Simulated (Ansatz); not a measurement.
**H2O (singlet): wave-function methods side by side at distance O1–H2 = 0.884 Å, cc-pVTZ**

One table from this session's results is given with a row withheld; the runs are named, their logs left out.

Program: Ansatz 0.2.0, Gaussian basis. Level of theory: cc-pVTZ, core rule «outside noble gas», up to 1 orbitals frozen. These are calculated values, not measurements.

Plan: UHF; CCSD(T) on RHF; BCCD(T) on RHF; CISD; CCSDT(Q) on RHF; CASSCF and NEVPT2, 2 electrons in 2 orbitals; CASSCF and MRCISD+Q, 8 electrons in 6 orbitals; CASSCF and NEVPT2, 8 electrons in 6 orbitals.

21 further runs of the same task are left out: 12 that didn't finish, 9 set aside as unsound or not needed.

### The geometry

The geometry derives from a PBE0/def2-TZVP stationary point (not a proven minimum). One bond is set to the value named and the two fragments are kept rigid.

3 atoms, charge 0, spin multiplicity 1.

Atoms are counted from 1 here; the program's logs count them from 0.

Bond lengths: O1–H2 0.884 Å, O1–H3 0.960 Å. Angles: H2–O1–H3 105.1°.

The first run:

in.yaml reads:

```yaml
crystal:
  periodic: [false, false, false]
  atoms:
    - {symbol: O, position_ang: [0.000000, -0.062747, -0.003354]}
    - {symbol: H, position_ang: [0.000000, 0.475032, -0.704958]}
    - {symbol: H, position_ang: [0.000000, 0.520981, 0.758196]}
basis:
  gaussian: {orbitals: cc-pVTZ}
magnetization: {spin_polarized: true, initial_magnetization: 0}
hamiltonian: {xc: hf}
output: {orbitals: {seedname: orbitals}}
```

On the command line:

```bash
ansatz run in.yaml --threads 1 --pin off --events-out ev --progress --plain --max-ram 2393MiB
```

Among the steps run: UHF; CCSD(T) on RHF; BCCD(T) on RHF; CISD; CCSDT(Q) on RHF; CASSCF and NEVPT2, 2 electrons in 2 orbitals; CASSCF and MRCISD+Q, 8 electrons in 6 orbitals; CASSCF and NEVPT2, 8 electrons in 6 orbitals.

One of the session's tables, all rows but one given; the rest of the session is left out.

It belongs to the step «Misses and costs». 

| method | from RCCSDT(Q) (kJ/mol) |
| --- | --- |
| RHF | ? |
| RMP2 | +36.6 |
| CISD | +47.3 |
| RCCSD | +20.4 |
| RCCSD(T) | +1.0 |
| BCCD(T) | +1.0 |
| RCCSDT | +0.8 |
| RCCSDT(Q) | 0 |
| CASSCF pair | +661.4 |
| NEVPT2 pair | +39.7 |
| CASSCF valence | +584.7 |
| NEVPT2 valence | +82.5 |
| MRCISD valence | +29.8 |
| MRCISD+Q valence | +4.8 |

Q: Estimate the row for RHF from the others.

The run gave: from RCCSDT(Q) (kJ/mol): +716.3. In the column «from RCCSDT(Q) (kJ/mol)» it is the highest.
